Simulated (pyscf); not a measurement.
methane (CH₄) + H₂N–Zn–NH₂ → H₃C–Zn–NH₂ + ammonia (NH₃) (four-centre exchange; singlet surface; C–H, N–Zn broken, C–Zn, H–N formed). PySCF, gas phase, ωB97X-D3(BJ)/def2-SVP geometries. Energies in kcal/mol from the separated reactants.

```json
[
 {"level": "ωB97X-D3(BJ)/def2-TZVP", "barrier": "35.6", "reaction energy": "+7.9"},
 {"level": "PBE/def2-TZVP", "barrier": "32.9", "reaction energy": "+7.1"},
 {"level": "r²SCAN/def2-TZVP", "barrier": "32.9", "reaction energy": "+8.1"},
 {"level": "B3LYP-D3(BJ)/def2-TZVP", "barrier": "36.5", "reaction energy": "+8.1"},
 {"level": "PBE0-D3(BJ)/def2-TZVP", "barrier": "___", "reaction energy": "+7.1"},
 {"level": "M06-2X/def2-TZVP", "barrier": "___", "reaction energy": "___"}
]
```

Q: Complete the blanks.

A: 
- PBE0-D3(BJ)/def2-TZVP, barrier: 32.6
- M06-2X/def2-TZVP, barrier: 32.4
- M06-2X/def2-TZVP, reaction energy: +8.8

The functionals in the table span 4.1 kcal/mol in this barrier, from M06-2X to B3LYP-D3(BJ). On the product side the descent ends in an adduct with a N–Zn contact (not fully relaxed), 11.7 kcal/mol under the separated species and 39.5 kcal/mol under the saddle at ωB97X-D3(BJ)/def2-TZVP. What is counted as broken (N–Zn) persists as a longer contact in the product adduct; parting that adduct is a step of its own. One saddle was located; it need not be the lowest between these sides. Elements up to Kr have no core potential and no relativistic terms here.
